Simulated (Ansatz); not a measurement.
C3H5FO2 (`CC(O)(F)C=O`), relaxed with RKS PBE-D4/def2-SVP in the Gaussian-basis code of Ansatz from a rough embedded geometry. The force threshold is 0.03 eV/Å; the program also tests the step.

Charge 0, multiplicity 1.

Start:

```xyz
11

C    -1.025    0.810   -0.198
C     0.038   -0.295   -0.280
O    -0.551   -1.567    0.043
F     0.426   -0.288   -1.616
C     1.231    0.028    0.602
O     1.801   -0.784    1.358
H    -0.610    1.791   -0.442
H    -1.866    0.616   -0.780
H    -1.332    0.848    0.886
H     0.218   -2.185   -0.059
H     1.671    1.026    0.487
```

```csv
step,energy (eV),largest force (eV/Å),largest move (Å)
1,-9984.4887,3.297,0.000
2,-9984.7893,1.341,0.142
3,-9984.8883,0.992,0.116
4 (rejected),-9984.7966,2.415,0.118
5,-9984.9549,0.252,0.057
6,-9984.9690,0.168,0.069
7,-9984.9738,0.090,0.052
8,-9984.9741,0.084,0.007
9,-9984.9744,0.016,0.006
```

End:

```xyz
11

C    -1.063    0.806   -0.159
C    -0.004   -0.266   -0.297
O    -0.501   -1.511   -0.052
F     0.528   -0.178   -1.619
C     1.275   -0.045    0.539
O     1.787   -0.973    1.133
H    -0.649    1.799   -0.418
H    -1.895    0.574   -0.852
H    -1.460    0.826    0.874
H     0.252   -2.017    0.339
H     1.729    0.985    0.511
```

Hardware: 4 threads of an Arm Neoverse V1 on a shared host. Wall time 13 s, peak host memory 0.15 GiB.
